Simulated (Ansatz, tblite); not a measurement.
# Al(CO)H3 (CH₃AlO): rung by rung

How do method and basis change the picture of Al(CO)H3 (CH₃AlO) (singlet)?

The runs use Ansatz 0.2.0, Gaussian basis; as each input shows.

The runs, in order: GFN1-xTB, GFN2-xTB, PBE-D4/def2-TZVP, r2SCAN-D4/def2-TZVP, LDA/def2-TZVP, B2PLYP/def2-TZVP, B3LYP-D4/def2-TZVP, LC-ωPBE/def2-TZVP, BHLYP-D4/def2-TZVP, r2SCANh-D4/def2-TZVP, PBE-QIDH/def2-TZVP, PBE-D4/def2-SVP, PBE0-D4/def2-SVP, HF/STO-3G, HF/6-31G, B3LYP-D4/6-31G, PBE0-D4/def2-TZVPD, PBE-D4/def2-TZVPD, r2SCAN-D4/def2-TZVPD, CCSD(T)/def2-TZVPP, MP2/def2-TZVP, RPA/def2-TZVP, CCSD(T)/def2-TZVPD.

## 1. The relaxed structure

The singlet was relaxed beforehand with PBE0-D4/def2-TZVP.

6 atoms, charge 0, spin multiplicity 1.

Bond lengths: Al1–C2 2.149 Å, Al1–H4 1.594 Å, Al1–H5 1.594 Å, Al1–H6 1.594 Å, C2–O3 1.119 Å. Angles: C2–Al1–H4 95.0°, C2–Al1–H5 95.3°, C2–Al1–H6 95.0°, H4–Al1–H5 119.2°, H4–Al1–H6 119.2°, H5–Al1–H6 119.2°, Al1–C2–O3 179.8°.

PBE0-D4/def2-TZVP was run before; its log isn't repeated, and its numbers join the tables.

## 2. GFN1-xTB

Tight binding, by tblite at 300 K electronic temperature and without a spin-polarisation term:

```python
tblite.interface.Calculator('GFN1-xTB', numbers, positions, charge=0, uhf=0).singlepoint()
```

Energy -262.8618 eV, HOMO -12.24 eV, LUMO -9.14 eV; 0.012 s.

## 3. GFN2-xTB

Tight binding, by tblite at 300 K electronic temperature and without a spin-polarisation term:

```python
tblite.interface.Calculator('GFN2-xTB', numbers, positions, charge=0, uhf=0).singlepoint()
```

Energy -237.7908 eV, HOMO -10.98 eV, LUMO -9.48 eV; 0.003 s.

## 4. PBE-D4/def2-TZVP

start.molden holds the orbitals of an earlier run on this state, given as this run's starting guess.

The input, in.yaml:

```yaml
crystal:
  periodic: [false, false, false]
  atoms:
    - {symbol: Al, position_ang: [-0.129416, -0.240052, -0.786113]}
    - {symbol: C, position_ang: [0.203917, 0.382429, 1.243886]}
    - {symbol: O, position_ang: [0.378928, 0.702854, 2.301704]}
    - {symbol: H, position_ang: [1.399889, -0.579283, -1.080690]}
    - {symbol: H, position_ang: [-0.724412, 1.156412, -1.271858]}
    - {symbol: H, position_ang: [-1.128907, -1.422370, -0.406929]}
basis:
  gaussian: {orbitals: def2-TZVP, initial_orbitals: start.molden}
hamiltonian: {xc: pbe, dispersion: d4}
scf: {omitted_lower_state_checks: [starts]}
output: {orbitals: {seedname: orbitals}}
```

Command:

```console
$ ansatz run in.yaml --threads 4 --pin off --events-out ev --progress --plain --max-ram 3916MiB
```

Further steps of the session: r2SCAN-D4/def2-TZVP; LDA/def2-TZVP; B2PLYP/def2-TZVP; B3LYP-D4/def2-TZVP; LC-ωPBE/def2-TZVP; BHLYP-D4/def2-TZVP; r2SCANh-D4/def2-TZVP; PBE-QIDH/def2-TZVP; PBE-D4/def2-SVP; PBE0-D4/def2-SVP; HF/STO-3G; HF/6-31G; B3LYP-D4/6-31G; PBE0-D4/def2-TZVPD; PBE-D4/def2-TZVPD; r2SCAN-D4/def2-TZVPD; CCSD(T)/def2-TZVPP; MP2/def2-TZVP; RPA/def2-TZVP; CCSD(T)/def2-TZVPD.

**Question.** What will the summary of the whole plan be? Wanted: gap in def2-TZVP, named functionals, smallest and largest; correlation energy, CCSD(T)/def2-TZVPP; correlation energy, MP2/def2-TZVP; correlation energy, CCSD(T)/def2-TZVPD; binding an atom, CCSD(T)/def2-TZVPP; PBE0 total energy, smallest basis above largest.

The runs gave:

| quantity | value |
| --- | --- |
| gap in def2-TZVP, named functionals, smallest and largest | 3.76 eV (LDA), 11.29 eV (LC-ωPBE) |
| correlation energy, CCSD(T)/def2-TZVPP | -13.65 eV |
| correlation energy, MP2/def2-TZVP | -12.19 eV |
| correlation energy, CCSD(T)/def2-TZVPD | -13.51 eV |
| binding an atom, CCSD(T)/def2-TZVPP | 3.414 eV |
| PBE0 total energy, smallest basis above largest | 6.00 eV (def2-SVP, def2-TZVPD) |

In words: Orbital gaps of the named functionals in def2-TZVP span 3.76 eV (LDA) to 11.29 eV (LC-ωPBE); exact exchange widens it. A small miss in a minimal or small basis is a cancelling of errors, not accuracy. The functionals in def2-TZVP miss CCSD(T)/def2-TZVPP by -0.070 (BHLYP-D4) to +0.534 eV (LDA) an atom. The reference is CCSD(T) in one finite basis, so it carries an error of its own, often a tenth of an eV or more, and near misses can't be ranked.
